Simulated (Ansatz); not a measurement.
# B2H2 (singlet): the correlation ladder at distance B1–B2 = 1.402 Å, cc-pVDZ

The task here is to estimate one member of a computed series from the others.

Program: Ansatz 0.2.0, Gaussian basis. Level of theory: cc-pVDZ, core rule «outside noble gas», up to 2 orbitals frozen. These are calculated values, not measurements.

Plan: UHF; CCSD(T) on RHF; CCSD(T) on UHF; BCCD(T) on RHF; CISD; CCSDT(Q) on RHF; CCSDT(Q) on UHF; CISDTQ; CCSDTQ on RHF; CCSDTQ on UHF; CASSCF and MRCISD+Q, 2 electrons in 2 orbitals; CASSCF and NEVPT2, 2 electrons in 2 orbitals; CASSCF and MRCISD+Q, 8 electrons in 10 orbitals; CASSCF and NEVPT2, 8 electrons in 10 orbitals; Full CI; Full CI in the symmetry of the determinant.

## The system

The geometry derives from a PBE0/def2-TZVP stationary point (not a proven minimum). One bond is set to the value named and the two fragments are kept rigid.

4 atoms, charge 0, spin multiplicity 1.

Atoms are counted from 1 here; the program's logs count them from 0.

Bond lengths: B1–B2 1.402 Å, B1–H3 1.176 Å, B2–H4 1.176 Å. Angles: B2–B1–H3 180.0°, B1–B2–H4 180.0°.

The first run:

The input, in.yaml:

```yaml
crystal:
  periodic: [false, false, false]
  atoms:
    - {symbol: B, position_ang: [0.000000, 0.000000, 0.701000]}
    - {symbol: B, position_ang: [0.000000, 0.000000, -0.701000]}
    - {symbol: H, position_ang: [0.000000, 0.000000, 1.876734]}
    - {symbol: H, position_ang: [0.000000, 0.000000, -1.876734]}
basis:
  gaussian: {orbitals: cc-pVDZ}
magnetization: {spin_polarized: true, initial_magnetization: 0}
hamiltonian: {xc: hf}
output: {orbitals: {seedname: orbitals}}
```

On the command line:

```bash
> ansatz run in.yaml --threads 1 --pin off --events-out ev --progress --plain --max-ram 3956MiB --backend cpu
```

Among the steps run: UHF; CCSD(T) on RHF; CCSD(T) on UHF; BCCD(T) on RHF; CISD; CCSDT(Q) on RHF; CCSDT(Q) on UHF; CISDTQ; CCSDTQ on RHF; CCSDTQ on UHF; CASSCF and MRCISD+Q, 2 electrons in 2 orbitals; CASSCF and NEVPT2, 2 electrons in 2 orbitals; CASSCF and MRCISD+Q, 8 electrons in 10 orbitals; CASSCF and NEVPT2, 8 electrons in 10 orbitals; Full CI; Full CI in the symmetry of the determinant.

One table of the session follows, with a row left open; its other results are not shown here.

```
          method  from FCI (kJ/mol)
             RHF             +482.6
            RMP2             +124.4
            CISD              +61.6
           RCCSD              +33.4
        RCCSD(T)              +19.0
         BCCD(T)              +19.0
          RCCSDT               +4.0
          CISDTQ               +6.9
       RCCSDT(Q)               -0.9
         RCCSDTQ               +0.1
  CASSCF valence             +255.4
  NEVPT2 valence              +66.1
  MRCISD valence              +11.6
MRCISD+Q valence                  ?
             FCI                  0
```

**Question.** Estimate the row for MRCISD+Q valence.

As computed: from FCI (kJ/mol): -0.4. In the column «from FCI (kJ/mol)» it lies between RCCSDT(Q) (-0.9) and FCI (0).

To keep in mind: The report flags that the cluster equations may have other roots. Left out of the table: CASSCF pair, NEVPT2 pair, MRCISD pair, MRCISD+Q pair (the active space lost an orbital or holds another state than full CI finds). Left out of the table: UHF, UMP2, UCCSD, UCCSD(T), UCCSDT, UCCSDT(Q), UCCSDTQ (another determinant or state than the rows shown). The program flags RCCSDT(Q), RCCSDTQ as in doubt, so those rows may rest on another solution; read them beside their warnings. RCCSDT(Q), MRCISD+Q valence fall below full CI, which methods that aren't variational can do. Warnings in the runs' records: passed over end.
